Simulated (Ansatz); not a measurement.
## Relative stability

Two relaxed structures of BSiH3O, closed shell (PBE0-D4/def2-TZVP; forces vanish, vibrations not checked).

A:

```xyz
6
angstrom
O 0.4501 -1.7725 0.1896
B 0.1780 -0.5084 0.0827
Si -0.5815 1.2046 -0.2855
H -0.1564 -2.4244 -0.1809
H 0.6430 1.7890 -0.9361
H -0.5331 1.7117 1.1304
```

B:

```xyz
6
angstrom
O 0.3314 -1.9430 0.1155
B -0.2017 0.9940 -0.0774
Si 1.0012 -0.4909 0.5516
H -0.5020 -1.9455 -0.3592
H 0.0384 1.5973 -1.0887
H -0.9674 1.5307 0.6778
```

Ansatz 0.2.0; basis: def2-TZVPP; cores frozen in the correlated methods. B3LYP uses VWN-RPA correlation.

Which structure is lower at CCSD(T), and by how much? (An estimate is asked for; the value comes from the calculation.)

The calculation gives: A, by 0.259 eV (electronic energy, against the other). By their contacts, A is BSiH₃O ([OH][B][SiH2]) and B is BSiH₃O ([BH2][Si][OH]).

Do the other methods give the same order? (Judge from chemistry; the calculation decides.)

Computed: Not all: HF gives the other order.

```csv
method,E(B) − E(A) (eV)
PBE-D4,0.456
r2SCAN-D4,0.471
PBE0-D4,0.379
B3LYP-D4,0.275
wB97M-V,0.227
HF,-0.019
MP2,0.252
CCSD,0.170
CCSD(T),0.259
```

The T1 diagnostic stays at or below 0.023. The restricted Hartree–Fock reference is unstable towards an unrestricted one at one or more of these structures.

Labels in which every atom is bracketed show which atoms are joined, not bond orders.

For scale, one of the runs: CCSD(T)/def2-TZVPP, 146 basis functions, launched by `ansatz run in.yaml --threads 2 --pin off --events-out ev --progress --plain --max-ram 4352MiB`. Time: 8.5 s of wall clock on 2 CPU threads of an AMD EPYC 7B13; the host was shared. Peak host memory: 0.87 GiB.
